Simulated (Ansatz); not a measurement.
A made-up structure of MgSiH2F, doublet:

```
5
angstrom
F -0.2443 -2.1139 2.3621
Mg 0.2589 0.5686 -0.8434
Si -0.0914 -0.9902 1.0823
H -0.8336 0.6153 -2.1710
H 0.8474 2.1676 -0.6079
```

It is relaxed with PBE-D4/def2-SVP and then PBE0-D4/def2-TZVP (Ansatz 0.2.0). Atoms count as bonded within 1.22 times the sum of their covalent radii (H–H: 0.88 Å). The end point is not checked to be a true minimum.

Task: Does its bonding change? (A judgement: the text doesn't fix the answer.)

Result: The calculation gives: Yes. Formed: F1–Mg2, Si3–H5; broken: none.

Where it ends: The first stage lowers the energy by 2.55 eV in 25 steps. It ends as MgSiH₂F ([H]1[MgH]2[F][Si]12):
F1  (0.126, -1.185, 0.649)
Mg2  (-0.200, 0.052, -0.814)
Si3  (-0.015, 0.171, 1.846)
H4  (-0.452, 0.080, -2.482)
H5  (0.478, 1.129, 0.623)
(Å)

Labels in which every atom is bracketed show which atoms are joined, not bond orders.

For scale, one of the runs: PBE0-D4/def2-TZVP relaxation, 112 basis functions, launched by `ansatz run in.yaml --threads 2 --pin off --events-out ev --progress --plain --max-ram 4352MiB`. The run took about 14 s on 2 CPU threads of an Intel Xeon Platinum 8488C (shared host).
